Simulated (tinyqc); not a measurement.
Inside a calculation. Method: Pariser-Parr-Pople SCF with singles CI, for the molecule [CH2+]C=CC(=N)O (SMILES; centres numbered as the heavy atoms are written). Computed by tinyqc, a small Python program that keeps every step. Settings: charge = 1, gamma = Ohno, start = huckel, damping = 0.5, iteration cap = 59, excitations kept = 6. Command: `OMP_NUM_THREADS=1 python tinyqc.py 21777 21778 out.jsonl` (the two numbers bound the seeds that draw the settings). One thread of a shared host (Intel(R) Xeon(R) Processor @ 2.60GHz), about 0.02 s of CPU time with the checks. Later iterations appear only in the table of the cycle.

## PPP integrals

Centres (angstrom, eV; a flat drawing with bonds scaled to 1.40 angstrom):
```
centre         x         y  core charge z         W  gamma_rr
1C      -2.68300  -0.20500              1  11.16000  11.13000
2C      -1.38400   0.31600              1  11.16000  11.13000
3C      -0.28300  -0.54900              1  11.16000  11.13000
4C       1.01700  -0.02800              1  11.16000  11.13000
5N       2.11800  -0.89300              1  14.10000  12.30000
6O       1.21500   1.35800              2  33.00000  21.50000
```

Resonance integrals (eV):
```
i  j      beta
1  2  -2.18000
2  3  -2.18000
3  4  -2.18000
4  5  -2.29000
4  6  -2.05000
```

Ohno: gamma = 14.399645/sqrt(R^2 + a^2), a = 2 x 14.399645/(gamma_rr + gamma_ss); H_rr = -W_r - sum_(s != r) z_s gamma_rs; H_rs = beta for bonds.

repulsion gamma_rs (eV), lower triangle:
```
          1C        2C        3C        4C        5N        6O
1C  11.13000
2C   7.55507  11.13000
3C   5.23981   7.55342  11.13000
4C   3.66995   5.23815   7.55236  11.13000
5N   2.87798   3.68900   5.29557   7.72872  12.30000
6O   3.35544   4.90467   5.57990   8.70044   5.60149  21.50000
```

core matrix H (eV), lower triangle:
```
           1C         2C         3C         4C         5N         6O
1C  -37.21370
2C   -2.18000  -45.00497
3C    0.00000   -2.18000  -47.96097
4C    0.00000    0.00000   -2.18000  -52.75005
5N    0.00000    0.00000    0.00000   -2.29000  -44.89426
6O    0.00000    0.00000    0.00000   -2.05000    0.00000  -61.14194
```

## Starting guess

pi electrons, sum of z_r less the charge = 6

Orbitals of the Hueckel matrix of the beta values.

P at the start, lower triangle:
```
          1C        2C       3C       4C        5N       6O
1C   0.60049
2C   0.76107   1.00000
3C   0.39951   0.61522  0.60049
4C  -0.14584   0.00000  0.47116  1.00000
5N  -0.21113  -0.15320  0.21113  0.64814   1.33330
6O  -0.18900  -0.13715  0.18900  0.58021  -0.59683  1.46572
```

## Iteration 1: Fock matrix

F_rr = H_rr + P_rr gamma_rr / 2 + sum_(s != r) P_ss gamma_rs; F_rs = H_rs - P_rs gamma_rs / 2; E = tr P (H + F) / 2 + core repulsion sum_(r<s) z_r z_s gamma_rs.

F (eV), lower triangle:
```
           1C         2C         3C         4C         5N         6O
1C  -10.74513
2C   -5.05495  -13.02190
3C   -1.04667   -4.50351  -11.12785
4C    0.26762    0.00000   -3.95920  -12.15092
5N    0.30381    0.28258   -0.55902   -4.79465  -12.15840
6O    0.31709    0.33633   -0.52730   -4.57406    1.67157  -18.94630
```

pi energy = -100.48004 eV

## Iteration 1: orbitals and new P

Diagonalise F (the basis is taken as orthonormal) and form P = 2 sum c c over the lowest orbitals; 0.5 of the old P is kept.

orbital energies (eV): -22.03937  -19.39628  -16.44101  -9.68516  -6.26578  -4.32290

P after iteration 1, lower triangle:
```
          1C        2C       3C       4C        5N       6O
1C   0.57091
2C   0.75933   1.04417
3C   0.38645   0.61490  0.58168
4C  -0.13480  -0.00874  0.45689  0.98662
5N  -0.22554  -0.16925  0.25768  0.71567   1.19210
6O  -0.12346  -0.10697  0.12325  0.49888  -0.52176  1.62451
```

## Iteration 2: Fock matrix

As before.

F (eV), lower triangle:
```
           1C         2C         3C         4C         5N         6O
1C  -10.59723
2C   -5.04840  -12.95379
3C   -1.01247   -4.50230  -11.01656
4C    0.24736    0.02288   -3.90531  -11.95431
5N    0.32455    0.31218   -0.68227   -5.05562  -12.26245
6O    0.20713    0.26233   -0.34386   -4.22022    1.46132  -18.13414
```

pi energy = -101.10494 eV

## Iteration 2: orbitals and new P

As before.

orbital energies (eV): -21.32423  -19.11283  -16.51516  -9.60461  -6.15026  -4.21139

P after iteration 2, lower triangle:
```
          1C        2C       3C       4C        5N       6O
1C   0.55190
2C   0.75723   1.07027
3C   0.37989   0.61580  0.57015
4C  -0.12575  -0.01361  0.44416  0.97224
5N  -0.23186  -0.17815  0.28532  0.75391   1.12279
6O  -0.08335  -0.08828  0.08057  0.45599  -0.47300  1.71264
```

## Convergence

Stop when output and input P, before any damping, agree to 1e-7.

Course of the cycle:
```
iteration        E (eV)  largest |P(out) - P(in)|
1          -100.4800372                  3.18e-01
2          -101.1049415                  1.76e-01
3          -101.4469790                  1.00e-01
4          -101.6343812                  5.83e-02
5          -101.7372809                  3.47e-02
6          -101.7939500                  2.58e-02
7          -101.8252802                  2.03e-02
8          -101.8426863                  1.60e-02
9          -101.8524136                  1.27e-02
10         -101.8578867                  1.01e-02
11         -101.8609895                  7.99e-03
...                 ...                       ...
49         -101.8652464                  1.28e-06
50         -101.8652464                  1.02e-06
51         -101.8652464                  8.09e-07
52         -101.8652464                  6.43e-07
53         -101.8652464                  5.11e-07
54         -101.8652464                  4.07e-07
55         -101.8652464                  3.23e-07
56         -101.8652464                  2.57e-07
57         -101.8652464                  2.04e-07
58         -101.8652464                  1.63e-07
59         -101.8652464                  1.29e-07
```

Not converged within 59 iterations: the residual falls steadily but slowly, by a factor of about 0.80 a step. Reruns (cap 100 unless said): damping 0: converged in 27 (E = -101.86525); the original settings with a cap of 400: converged in 61 (E = -101.86525).
